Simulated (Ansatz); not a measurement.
# Al2O: the cost of one run

Computed with Ansatz 0.2.0, Gaussian basis. Level: def2-QZVPP, all electrons in the functionals, frozen cores in the correlation of double hybrids and RPA.

To be run: wB97M-V, B2PLYP, at charge 0, triplet; charge 0, singlet; charge 0, quintet; charge 1, doublet; charge 1, quartet.

2 further runs of the same task are left out: 2 set aside as unsound or not needed.

## Step 1: The geometry

The geometry is a PBE0/def2-TZVP stationary point (not a proven minimum).

3 atoms, charge 0, spin multiplicity 3.

Atoms are counted from 1 here; the program's logs count them from 0.

Bond lengths: Al1–Al2 2.555 Å, Al2–O3 1.606 Å. Angles: Al1–Al2–O3 180.0°.

No dispersion term is added; wB97M-V holds VV10 nonlocal correlation.

The geometry shown and the zero of energy belong to the point charge 0, triplet. The yardstick, UCCSD(T), and other wave-function levels (R restricted, U unrestricted, valence and pair active spaces) come from earlier runs.

## Step 2: wB97M-V, charge 0, triplet

File in.yaml:

```yaml
crystal:
  periodic: [false, false, false]
  atoms:
    - {symbol: Al, position_ang: [0.000000, 0.000000, 2.238600]}
    - {symbol: Al, position_ang: [0.000000, 0.000000, -0.316100]}
    - {symbol: O, position_ang: [0.000000, 0.000000, -1.922500]}
basis:
  gaussian: {orbitals: "def2-QZVPP.json"}
magnetization: {spin_polarized: true, initial_magnetization: 2}
hamiltonian: {xc: {name: wB97M-V}}
output: {orbitals: {seedname: orbitals}}
```

Run with:

```
$ ansatz run in.yaml --threads 1 --pin off --events-out ev --progress --plain --max-ram 2393MiB
```

**Question.** How long does this run take on 1 thread of Arm Neoverse V2, shared host, and how much memory does it need?

About 35 s, with a peak of 0.59 GiB.
